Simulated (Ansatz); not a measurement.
A trace of molecular dynamics of H$_{3}$OS$_{2}$ (6 atoms, charge 1, multiplicity 1).

Level of theory: RKS revPBE/6-31G in Ansatz.

| Property | Result |
| --- | --- |
| ensemble | NVT, Nosé–Hoover chain |
| set temperature | 300 K |
| thermostat | time constant 50 fs, chain length 3 |
| seed | 519403 |

| time (fs) | T (K) | potential energy less start (eV) | conserved less start (meV/atom) |
| --- | --- | --- | --- |
| 0.0 | 300 | 0.000 | 0.00 |
| 1.0 | 274 | 0.014 | 0.01 |
| 2.0 | 222 | 0.040 | 0.03 |
| 3.0 | 190 | 0.057 | 0.03 |
| 4.0 | 184 | 0.060 | 0.02 |
| 5.0 | 181 | 0.062 | 0.02 |
| 6.0 | 169 | 0.068 | 0.02 |
| 7.0 | 165 | 0.070 | 0.03 |
| 8.0 | 175 | 0.065 | 0.01 |
| 9.0 | 167 | 0.070 | 0.00 |
| 10.0 | 120 | 0.094 | 0.02 |
| 11.0 | 68 | 0.121 | 0.04 |
| 12.0 | 64 | 0.124 | 0.04 |
| 13.0 | 104 | 0.103 | 0.02 |
| 14.0 | 136 | 0.087 | 0.00 |
| 15.0 | 126 | 0.092 | 0.01 |
| 16.0 | 98 | 0.107 | 0.03 |
| 17.0 | 89 | 0.112 | 0.03 |
| 18.0 | 95 | 0.109 | 0.02 |
| 19.0 | 94 | 0.110 | 0.02 |
| 20.0 | 95 | 0.110 | 0.03 |
| 21.0 | 124 | 0.095 | 0.03 |
| 22.0 | 167 | 0.074 | 0.01 |
| 23.0 | 180 | 0.068 | 0.00 |
| 24.0 | 143 | 0.088 | 0.02 |

Q: Can this run be trusted? Judge the integration.

A: The conserved energy stayed within 0.04 meV per atom of its start (net change 0.018 meV per atom), so the integration is sound. The mean temperature of the second half is 61 % below the set value. A run of 0.024 ps of so small a system gives no equilibrium averages. Limits of this set-up: no polarisation functions, the dipole of an ion depends on the origin. The time step was 0.25 fs.

The run took 4.1 min on 1 CPU thread of a shared host.
